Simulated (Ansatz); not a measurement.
## [BH2···H···CH3], doublet: the ladder up to UCCSDT(Q)

Geometry: a point of a hydrogen-transfer path between rigid fragments, not a stationary point.

```csv
atom,x (Å),y (Å),z (Å)
B,-1.5368,0.0000,0.0000
H,-2.1335,1.0336,0.0000
H,-2.1335,-1.0336,0.0000
H,0.2822,0.0000,0.0000
C,1.3722,0.0000,0.0000
H,1.3722,-1.0800,0.0000
H,1.3722,0.5400,0.9353
H,1.3722,0.5400,-0.9353
```

Basis cc-pVDZ; Ansatz 0.2.0. Only valence electrons are correlated (noble-gas cores frozen), which leaves 13 electrons in 56 orbitals. Prefix R: restricted or restricted open-shell reference; prefix U: unrestricted. Active spaces: pair = (3e, 3o) about the gap; frontier = (9e, 9o) about the gap.

Full CI isn't at hand for all of this; UCCSDT(Q) serves as the reference, and is uncertain by about the last step of the cluster series. The frozen core follows each run's orbitals, which can shift R against U totals by a few meV.

For open shells CISD is restricted-active-space CI with the open shells as a complete middle space.

- UHF ⟨S²⟩: 0.762
- T1 diagnostic (RCCSD): 0.0154
- largest doubles amplitude (RCCSD): 0.048
- T1 diagnostic (UCCSD): 0.0099

```tsv
level	E − E(UCCSDT(Q)) (kJ/mol)	share of correlation (%)	wall time
RHF	770.4	0.00	–
UHF	761.6	1.14	–
RMP2	131.0	83.00	–
UMP2	131.4	82.94	–
CISD	81.9	89.37	6 s
RCCSD	19.4	97.48	–
UCCSD	19.3	97.50	–
RCCSD(T)	3.0	99.61	10 s
UCCSD(T)	3.0	99.61	9.5 s
BCCD(T)	3.0	99.61	4.2 s
RCCSDT	0.7	99.91	–
UCCSDT	0.7	99.91	–
RCCSDT(Q)	0.0	100.00	30 s (H100)
CASSCF (pair space)	726.3	5.73	–
NEVPT2 (pair space)	131.1	82.98	2.3 s
CASSCF (frontier space)	548.8	28.77	–
NEVPT2 (frontier space)	132.8	82.77	11 s (H100)
NEVPT4(SD) (frontier space)	13.0	98.31	11 s (H100)
MRCISD (frontier space)	44.1	94.28	–
MRCISD+Q (frontier space)	2.7	99.65	13 s (H100)
```

The correlation energy at UCCSDT(Q), counted from RHF, is -7.985 eV. That run took 13 s on 2 threads of AMD EPYC 7R13 with a shared H100 80 GB, shared host.

Times hold each run's SCF and search for its determinant on a shared host, so for small cases they say little of a method's own cost; rows without a card ran on 1 thread of AMD EPYC 7R13.
